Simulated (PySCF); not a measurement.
# C4H5NS (2-Methylthiazole): the cost of one run

Computed with PySCF 2.14.0, with density-fitted response routines of our own, on a single molecule, in the gas phase or a continuum. Atoms count from 0, in the outputs and in this text.

**1. The molecule as given**

11 atoms, charge 0, multiplicity 1; geometry from: GFN2-xTB. The atoms were then displaced at random by about 0.01 Å, so the start is not that level's minimum.

Bonds of the start (Å): C0–C1 1.51, C1–N2 1.29, N2–C3 1.30, C3–C4 1.36, C4–S5 1.72, S5–C1 1.77, C0–H6 1.06, C0–H7 1.11, C0–H8 1.07, C3–H9 1.11, C4–H10 1.07.

**2. Geometry optimisation at PBE0-D3(BJ)/def2-TZVP**

The job: settings as JSON, then the geometry in Å.

```
{"job": {"xc": "PBE0", "basis": "def2-TZVP", "d3": "d3bj", "grid": 2, "shake": 0.01, "kind": "geom"}, "charge": 0, "multiplicity": 1}
C      1.961120    -0.031780     0.138650
C      0.459290     0.006000     0.021460
N     -0.339660    -0.910810     0.441170
C     -1.590620    -0.626520     0.210610
C     -1.860070     0.542320    -0.426900
S     -0.376850     1.363830    -0.740180
H      2.259410    -0.922860     0.632680
H      2.304080     0.858260     0.701320
H      2.394370     0.045420    -0.834260
H     -2.375190    -1.334880     0.539950
H     -2.797780     0.985180    -0.700150
```

Run with:

```sh
OMP_NUM_THREADS=1 python probes_run.py task.json out
```

This one command runs all jobs of the session in turn.

Q: Estimate the wall time and peak memory of this first job on 1 thread of Arm Neoverse V2, shared host.

About 2.4 min, with a peak of 1 GiB.
